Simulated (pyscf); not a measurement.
PySCF, gas phase, ωB97X-D3(BJ)/def2-SVP geometries.

### Question
For the elementary gas-phase step O=V(F)(F)–F (SMILES [O]=[V]([F])([F])[F]) + HCl (SMILES Cl) -> O=V(F)(F)–Cl (SMILES [O]=[V]([F])([F])[Cl]) + HF (SMILES F) (singlet surface; F–V, Cl–H broken, Cl–V, F–H formed), what barrier and reaction energy does r²SCAN/def2-TZVP give, measured from the separated reactants?

### Answer
ΔE‡ = 41.4 kJ/mol, ΔE = +14.0 kJ/mol. ωB97M-D3(BJ)/def2-TZVP gives 60.1 kJ/mol and +14.6 kJ/mol. Zero-point energy shifts the barrier by +0.5 kJ/mol. It is a four-centre exchange, with an imaginary mode of 636i cm⁻¹. On the product side the descent ends in an adduct with a F–V contact, 7.1 kJ/mol under the separated species and 50.9 kJ/mol under the saddle at ωB97X-D3(BJ)/def2-TZVP. What is counted as broken (F–V) persists as a longer contact in the product adduct; parting that adduct is a step of its own. At ωB97X-D3(BJ) the barrier from the zero used here is 49.2 kJ/mol. This is the saddle that the search found; another between the same sides may lie lower.
